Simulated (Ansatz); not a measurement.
**BSiS (doublet): geometry optimisation**

Where does this start of BSiS (doublet) end when it is relaxed?

The runs use Ansatz 0.2.0, Gaussian basis; UKS PBE0/def2-TZVP.

## (1) Where the work starts

3 atoms, charge 0, spin multiplicity 2.

Atoms are counted from 1 here; the program's logs count them from 0.

Bond lengths: B1–S2 1.682 Å, S2–Si3 2.264 Å. Angles: B1–S2–Si3 109.6°.

Geometry (Å):

```xyz
3
charge 0, multiplicity 2
B    -1.8529   -0.5065   -0.0048
S    -0.5907    0.6046    0.0049
Si    1.3876   -0.4953   -0.0038
```

The start was built by rule and, where that kept it together, relaxed with GFN2-xTB. Sticks and bond lists go by distance. 

## (2) The run

in.yaml reads:

```yaml
crystal:
  periodic: [false, false, false]
  atoms:
    - {symbol: B, position_ang: [-1.852900, -0.506498, -0.004823]}
    - {symbol: S, position_ang: [-0.590696, 0.604574, 0.004944]}
    - {symbol: Si, position_ang: [1.387633, -0.495270, -0.003788]}
basis:
  gaussian: {orbitals: def2-TZVP}
magnetization: {spin_polarized: true, initial_magnetization: 1}
hamiltonian: {xc: pbe0}
relax: {f_tol: 0.004, max_steps: 80}
```

On the command line:

```
$ ansatz run in.yaml --threads 1 --pin off --events-out ev --progress --plain --max-ram 2176MiB
```

**Question.** What will these runs give? Wanted: energy gained; shift from the start; total energy; dipole moment; ⟨S²⟩.

**Answer**, as computed:

| quantity | value |
| --- | --- |
| steps | 9 |
| energy gained | 1.743 eV |
| shift from the start (rms) | 0.579 Å |
| total energy | -19379.4342 eV |
| dipole moment | 0.82 D |
| ⟨S²⟩ | 0.757 |

In words: By distance, B1–Si3 formed. B1–Si3 went from 3.241 to 1.979 Å. No vibrations were run, so this is a stationary point, not a proven minimum, and this spin need not be the ground state's.
